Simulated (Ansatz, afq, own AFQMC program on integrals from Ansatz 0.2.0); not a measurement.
## C2, singlet → C2, triplet

```json
{"atom": "C", "x (Å)": "0.0000", "y (Å)": "0.0000", "z (Å)": "0.0000"}
{"atom": "C", "x (Å)": "0.0000", "y (Å)": "0.0000", "z (Å)": "1.2462"}
```

E(triplet, charge +0) − E(singlet, charge +0) at this geometry, on UHF and UHF determinants.

Basis 6-31G. Noble-gas cores (and the filled d shells of Ga–Kr and In–Xe) are frozen. Ansatz 0.2.0 and our own AFQMC program on the same integrals; the CISD trial comes from CCSD amplitudes, and released means the phaseless constraint is let go. Uncertainties: one standard error, sampling alone. The errors of all members are added in quadrature.

Full CI on the same integrals is exact in this basis and with this determinant's frozen core.

Errors are counted within 6-31G, not against nature.

Cautions: C₂ (singlet): strong correlation (T1 0.100, weight of the determinant 0.70, largest double 0.19), unrestricted determinant spin contaminated (⟨S²⟩ 1.77 against 0.00), CCSD(T) is in doubt: in a space of 8 electrons in 8 natural orbitals full CI lies 322 meV below it, CCSDT(Q) is in doubt: in a space of 8 electrons in 8 natural orbitals full CI lies 145 meV below it, the released energies are still falling, so no released level is given (meV from the phaseless value at times in 1/Eh: -48 ± 17 at 0.24, -52 ± 18 at 0.51, -54 ± 19 at 0.99, -114 ± 23 at 1.62, -124 ± 23 at 2.40), though the last usable value meets full CI within the noise, CCSDTQ on the RHF determinant differs (30 meV lower), by its state or its frozen core, its ph-AFQMC/CISD value lies 145 ± 21 meV above full CI; C₂ (triplet): another spin lies lower, an unrestricted solution with more broken spin lies lower, the CCSD(T) amplitudes may be one of several solutions (largest double 0.14), the CCSDT(Q) amplitudes may be one of several solutions (largest double 0.16), the CCSDTQ amplitudes may be one of several solutions (largest double 0.16), the released energies move by 1.5 errors or more from one time to the next, so no released level is given (meV from the phaseless value at times in 1/Eh: -24 ± 10 at 0.24, -41 ± 11 at 0.51, -58 ± 8 at 0.99, -41 ± 10 at 1.62, -60 ± 10 at 2.40), though the last usable value meets full CI within the noise, its ph-AFQMC/CISD value lies 76 ± 9 meV above full CI.

Reference (full CI): 18.3 kcal/mol.

| level | vertical spin gap (kcal/mol) | error against FCI (kcal/mol) |
| --- | --- | --- |
| HF | 31.1 | 12.7 |
| MP2 | -9.9 | -28.2 |
| CCSD | 12.3 | -6.1 |
| CCSD(T) | 11.4 | -6.9 |
| CCSDT | 14.8 | -3.6 |
| CCSDT(Q) | 15.7 | -2.6 |
| CCSDTQ | 17.5 | -0.8 |
| ph-AFQMC/HF | 30.9 ± 1.4 | 12.5 ± 1.4 |
| ph-AFQMC/CISD | 16.8 ± 0.5 | -1.6 ± 0.5 |

Correlation beyond CCSD(T) adds 6.9 kcal/mol. The perturbative (T) step is worth −0.9 kcal/mol. Where the cautions show a poor determinant, the low rows tell how each method copes with it, not its usual error.

CCSDT and higher add their correlation energy to the determinant of the CCSD(T) run, since their own runs factorise the integrals more tightly (a shift of under 2 meV). A walk keeps the symmetry of its determinant, which the program's search chose and which needn't be the lowest solution, so a lower state of the same spin and another symmetry isn't excluded.
